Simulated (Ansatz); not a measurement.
Basis-set series for C3H10Si (`CC[SiH2]C`). The species carries charge 0 and has multiplicity 1. Geometry: relaxed with PBE0-D4/def2-TZVP. It is one conformer, not always the lowest.

```json
{"atom": "C1", "x (Å)": "-0.787", "y (Å)": "-1.363", "z (Å)": "0.907"}
{"atom": "C2", "x (Å)": "0.267", "y (Å)": "-0.292", "z (Å)": "1.170"}
{"atom": "Si3", "x (Å)": "0.197", "y (Å)": "1.154", "z (Å)": "-0.027"}
{"atom": "C4", "x (Å)": "0.455", "y (Å)": "0.605", "z (Å)": "-1.798"}
{"atom": "H5", "x (Å)": "-0.670", "y (Å)": "-1.807", "z (Å)": "-0.085"}
{"atom": "H6", "x (Å)": "-0.728", "y (Å)": "-2.177", "z (Å)": "1.635"}
{"atom": "H7", "x (Å)": "-1.798", "y (Å)": "-0.949", "z (Å)": "0.960"}
{"atom": "H8", "x (Å)": "1.272", "y (Å)": "-0.727", "z (Å)": "1.124"}
{"atom": "H9", "x (Å)": "0.160", "y (Å)": "0.105", "z (Å)": "2.185"}
{"atom": "H10", "x (Å)": "-1.133", "y (Å)": "1.823", "z (Å)": "0.094"}
{"atom": "H11", "x (Å)": "1.240", "y (Å)": "2.155", "z (Å)": "0.342"}
{"atom": "H12", "x (Å)": "1.425", "y (Å)": "0.115", "z (Å)": "-1.917"}
{"atom": "H13", "x (Å)": "0.423", "y (Å)": "1.459", "z (Å)": "-2.479"}
{"atom": "H14", "x (Å)": "-0.321", "y (Å)": "-0.100", "z (Å)": "-2.110"}
```

```tsv
functional	basis	functions	energy (Eh)	HOMO (eV)	LUMO (eV)
PBE0-D4	def2-SVP	110	-409.39547	-8.24	1.49
PBE0-D4	def2-QZVPP	541	-409.64603	-8.24	0.56
ωB97M-V	def2-SVP	110	-409.54477	-10.46	3.15
ωB97M-V	def2-QZVPP	541	-409.80563	-10.48	1.71
```

**Question.** Give the rows for def2-TZVPP. (Estimate.)

**Answer.** The calculation gave: 
```tsv
functional	basis	functions	energy (Eh)	HOMO (eV)	LUMO (eV)
PBE0-D4	def2-TZVPP	275	-409.62898	-8.24	0.96
ωB97M-V	def2-TZVPP	275	-409.78934	-10.48	2.40
```

Positive LUMOs are unbound and depend on the basis.

Computed with Ansatz.
